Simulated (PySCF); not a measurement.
Compound: thiopropynal, C3H2S.
SMILES: `C#CC=S`

Method: PBE/def2-TZVP geometry optimisation, gas phase (PySCF 2.14.0).

Take the most abundant isotopes and a rigid rotor. 

**Question.** What are A, B and C (MHz)?

**Answer.** Ia = 11.87, Ib = 163.85, Ic = 175.72 u·Å²; 505379 MHz·u·Å²/I gives A = 42587, B = 3084, C = 2876 MHz.

**Question.** Classify the top.

**Answer.** A near-prolate asymmetric top: κ = (2 × 3084 − 42587 − 2876)/(42587 − 2876) = -0.99.

**Question.** Is it planar, by Δ = Ic − Ia − Ib?

**Answer.** Planar: Δ = Ic − Ia − Ib = 0.00 u·Å². For a rigid frame Δ = −2 Σ m c², so it vanishes when all atoms lie in the ab plane; here none is more than 0.01 Å from it.

**Question.** Give the coordinates in the principal-axis frame, origin at the centre of mass.

**Answer.** The sense of each axis is arbitrary; atoms in the order of the calculation.
```csv
atom,mass (u),a (Å),b (Å),c (Å)
C1,12.000,2.377,-0.309,0.000
C2,12.000,1.241,0.130,-0.001
C3,12.000,-0.061,0.668,0.000
S4,31.972,-1.438,-0.217,0.000
H5,1.008,3.368,-0.716,0.001
H6,1.008,-0.109,1.767,0.004
```

**Question.** Which types of transition are allowed, and where do some lines up to J = 3 fall?

**Answer.** The dipole components are |μa| = 2.13 D, |μb| = 0.63 D, |μc| = 0.00 D; the mirror of this Cs structure is the ab plane, so μc vanishes by symmetry and there are no c-type lines. The squared components, which scale the intensities, stand as 1.00 : 0.09 (a : b). Some lines, for components of 0.1 D or more:

| type | branch | J(Ka,Kc) | MHz | lower level (cm⁻¹) |
| --- | --- | --- | --- | --- |
| a | Q | 2(1,1) ← 2(1,2) | 625 | 1.907 |
| a | Q | 3(1,2) ← 3(1,3) | 1250 | 2.493 |
| a | R | 1(0,1) ← 0(0,0) | 5960 | 0.000 |
| a | R | 2(1,2) ← 1(1,1) | 11713 | 1.516 |
| a | R | 2(0,2) ← 1(0,1) | 11920 | 0.199 |
| a | R | 2(1,1) ← 1(1,0) | 12129 | 1.523 |
| a | R | 3(1,3) ← 2(1,2) | 17568 | 1.907 |
| a | R | 3(0,3) ← 2(0,2) | 17878 | 0.596 |
| a | R | 3(2,2) ← 2(2,1) | 17881 | 5.881 |
| a | R | 3(2,1) ← 2(2,0) | 17884 | 5.881 |
| a | R | 3(1,2) ← 2(1,1) | 18193 | 1.928 |
| b | Q | 1(1,0) ← 1(0,1) | 39711 | 0.199 |
| b | Q | 2(1,1) ← 2(0,2) | 39920 | 0.596 |
| b | Q | 3(1,2) ← 3(0,3) | 40235 | 1.193 |
| b | R | 1(1,1) ← 0(0,0) | 45463 | 0.000 |
| b | R | 2(1,2) ← 1(0,1) | 51215 | 0.199 |
| b | R | 3(1,3) ← 2(0,2) | 56864 | 0.596 |
| b | Q | 3(2,1) ← 3(1,2) | 118201 | 2.535 |
| b | Q | 2(2,0) ← 2(1,1) | 118509 | 1.928 |
| b | Q | 2(2,1) ← 2(1,2) | 119133 | 1.907 |
| b | Q | 3(2,2) ← 3(1,3) | 119446 | 2.493 |
| b | R | 2(2,1) ← 1(1,0) | 130637 | 1.523 |
| b | R | 2(2,0) ← 1(1,1) | 130847 | 1.516 |
| b | R | 3(2,1) ← 2(1,2) | 137019 | 1.907 |
| b | Q | 3(3,0) ← 3(2,1) | 198031 | 6.478 |
| b | Q | 3(3,1) ← 3(2,2) | 198035 | 6.477 |
| b | R | 3(3,1) ← 2(2,0) | 215916 | 5.881 |
| b | R | 3(3,0) ← 2(2,1) | 215916 | 5.881 |

**Question.** Estimate the classical rotational partition function at 25 K, 298.15 K and 500 K.

**Answer.** Point group Cs, symmetry number σ = 1; q = (√π/σ)·√((kT/h)³/(ABC)), k/h = 20836.6 MHz/K: 1080 at 25 K, 44700 at 298.15 K, 97000 at 500 K.

No frequency check. Constants of a rigid frame at the computed geometry: no zero-point averaging, no centrifugal distortion.
